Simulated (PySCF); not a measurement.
Gas-phase reaction: 2 CH3SiH2 + 2 CO + C4H10 (n-butane) = 2 H3SiOCH3 + 2 C3H4 (cyclic)

Energies from PySCF (xtb for GFN2), thermal terms from the rigid-rotor harmonic-oscillator model, ideal gas at 1 bar. S°(298 K) at PBE0/def2-TZVP differs from the NASA 1993 table for C4H10 (n-butane) (-9 J/mol/K); whether the harmonic model or the table's entry is off was not settled. † marks an energy on the PBE0/def2-TZVP geometry and frequencies; other levels use their own. CCSD(T) freezes the core. 6-31G* has spherical d functions here. Open shells (unrestricted): CH3SiH2 (multiplicity 2); the rest are closed-shell singlets. GFN2 has no spin-polarisation term. CH3SiH2: computed as isolated molecules; such fragments, hydroxides, amides, oligomers or adducts are transient or little studied in the gas. CCSD(T) isn't extrapolated to the basis-set limit. The harmonic model lacks anharmonicity and excited electronic states, which grow with temperature; levels with a mode under 35 cm⁻¹ are left out. Internal rotation in CH3SiH2, C4H10 (n-butane), H3SiOCH3 is treated as a harmonic vibration of one conformer, which makes the entropy rough.

```csv
level,"ΔE electronic, kJ","ΔH°(298 K), kJ","ΔS°(298 K), J/K","ΔG°(800 K), kJ"
BLYP/def2-TZVP†,139,138,-149,259
CCSD(T)/def2-SVP†,222,221,-149,343
GFN2-xTB,-462,-476,-156,-352
HF/6-31G*,321,323,-152,449
ωB97M-V/def2-TZVP†,129,128,-149,250
```
ΔH° is lowest at GFN2-xTB and highest at HF/6-31G*. No reference value is set beside these.
